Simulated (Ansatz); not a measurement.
hcp Sc was calculated with r²SCAN in Ansatz (PAW).

Settings: plane-wave cutoff 500 eV, 4×4×3 k mesh (along the axes of the cell as run), Fermi–Dirac smearing 0.1 eV, cell of 96 sites, scalar-relativistic PAW data made under PBE.

Task: Estimate the vacancy formation energy and vacancy formation energy before relaxation that the calculation returns.

Result: 
* **vacancy formation energy**: 2.15 eV
* **vacancy formation energy before relaxation**: 2.24 eV

Note: energies are extrapolated to zero smearing, and mesh and cell size move such values by some hundredths of an eV or more.

The computed numbers hold no vibrational or temperature effects.

Ansatz is a program for electronic structure.
